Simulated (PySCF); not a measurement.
methane cation (CH₄), SMILES C (connectivity only; charge and spin as stated), charge +1, multiplicity 2. Atoms are numbered in the order given.

```xyz
5

C      0.0000     0.0000     0.0000
H     -0.7468    -0.7468    -0.3748
H      0.7468     0.7468    -0.3748
H     -0.7468     0.7468     0.3748
H      0.7468    -0.7468     0.3748
```
Charge +1, spin multiplicity 2.

Coordinates come from a B3LYP-D3(BJ)/def2-TZVPD optimisation. The spin state was assumed, not searched.

The numbers are results of PBE/pcH-1 run with PySCF, not measurements.

Unrestricted Kohn–Sham, ⟨S²⟩ = 0.751. Hyperfine tensors hold the contact and dipolar terms, without spin-orbit corrections.

Problem. Estimate the hyperfine couplings. (Estimate from the structure and the level; the computed values follow.)

Solution. 
```csv
nucleus,A(iso) (MHz),A(iso) (G),dipolar principal values (MHz)
13C no. 1,8.1,2.9,"-69.2, -69.2, 138.4"
1H no. 2,212.7,75.9,"-31.5, -22.7, 54.3"
1H no. 3,212.7,75.9,"-31.5, -22.7, 54.3"
1H no. 4,212.7,75.9,"-31.5, -22.7, 54.3"
1H no. 5,212.7,75.9,"-31.5, -22.7, 54.3"
```

Problem. And the g tensor (effective nuclear charges for spin-orbit coupling, GIAO)? (An estimate is asked for; the answer gives what the named calculation found.)

Solution. principal values 2.0022, 2.0032, 2.0032; isotropic 2.0029.
